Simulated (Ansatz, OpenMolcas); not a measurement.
# Abstraction of H: C2H6Si + CN → C2H5Si + HNC

Species: C2H6Si (vinylsilane) `C=C[SiH3]`, singlet; CN, doublet; C2H5Si `C=C[SiH2]`, doublet; HNC (hydrogen isocyanide) `[C-]#[NH+]`, singlet. A radical takes H: the energy is the difference in strength between the Si–H bond broken and the N–H bond made.

Shapes, held fixed at every level: PBE0-D4/def2-TZVP. Flexible molecules stand in one conformer, not always the lowest. Programs: Ansatz 0.2.0, OpenMolcas 26.06. A level may come from different programs for different species; with the same settings they agree closely. The zero-point and thermal change to 298 K, harmonic and unscaled (PBE0-D4/def2-TZVP), is +3.7 kJ/mol.

```tsv
level	kind	ΔH(298 K) (kJ/mol)
HF/def2-SVP	Hartree–Fock	-101.3
HF/def2-TZVPP	Hartree–Fock	-99.4
B3LYP/6-31G* (spherical functions)	global hybrid	-93.1
BHLYP-D4/def2-TZVPP	global hybrid	-123.5
r2SCAN0-D4/def2-TZVPP	global hybrid	-117.2
wB97X-V/def2-TZVPP	range-separated hybrid	-113.8
B2PLYP/def2-TZVPP	double hybrid	-98.8
```

B2PLYP/def2-TZVPP gives ΔH(298 K) = -98.8 kJ/mol; the levels span -123.5 to -93.1. The median of the levels is -101.3. No measured value is set beside it here. Spin contamination: CN (⟨S²⟩ up to 1.11), C2H5Si (⟨S²⟩ up to 0.90). Open shells run unrestricted.
